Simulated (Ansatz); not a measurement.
## [H···H···S], triplet: transfer scan

Starting geometry:

```xyz
3

H     0.0000    0.0000   -1.0457
H     0.0000    0.0000   -0.3007
S     0.0000    0.0000    1.3463
```

From there H2 is moved from one fragment to the other while all else, the fragments' distance too, stays fixed; atoms are numbered as listed. Energies are in eV, counted from the starting geometry at the same level.

Basis cc-pVDZ; Ansatz 0.2.0. Only valence electrons are correlated (noble-gas cores frozen). Prefix R: restricted or restricted open-shell reference; prefix U: unrestricted. Active spaces: valence = (8e, 6o) chosen from the atoms' valence shells.

For open shells CISD is restricted-active-space CI with the open shells as a complete middle space. Runs in a small pair space aren't shown, since their orbitals change along the scan.

Full CI is exact within this basis and frozen core; it isn't the basis-set limit. The frozen core follows each run's orbitals, which can shift R against U totals by a few meV.

```
distance H1-H2 (Å)  full CI  unpaired electrons (full CI)  error UMP2  error CISD  error BCCD(T)  error RCCSDT(Q)  error NEVPT2 (valence space)  error MRCISD (valence space)
             0.693    0.054                          2.02      -0.011      -0.012         -0.001            0.000                         0.009                        -0.003
             0.745    0.000                          2.03       0.000       0.000          0.000            0.000                         0.000                         0.000
             0.783    0.017                          2.03       0.008       0.009          0.001            0.000                        -0.007                         0.002
             0.821    0.065                          2.03       0.015       0.018          0.002            0.000                        -0.015                         0.004
             0.859    0.130                          2.03       0.019       0.025          0.003            0.000                        -0.023                         0.005
             0.898    0.208                          2.03       0.019       0.029          0.003            0.000                        -0.031                         0.006
             0.936    0.287                          2.03       0.012       0.029          0.004            0.000                        -0.038                         0.007
             0.974    0.367                          2.03      -0.001       0.029          0.004            0.000                        -0.044                         0.007
             1.012    0.451                          2.03      -0.018       0.025          0.004            0.000                        -0.049                         0.007
```

Unpaired electrons are Σ n²(2−n)² over natural occupations. Errors are those of relative energies. In total energy the starting point itself misses full CI by: UMP2 0.784, CISD 0.242, BCCD(T) 0.016, RCCSDT(Q) 0.000, NEVPT2 (valence space) 0.886, MRCISD (valence space) 0.192 eV.

Spread of the error over the points with a reference, to 1.012 Å (largest less smallest): RCCSDT(Q) 0.000, BCCD(T) 0.005, MRCISD (valence space) 0.010, UMP2 0.037, CISD 0.041, NEVPT2 (valence space) 0.057 eV.
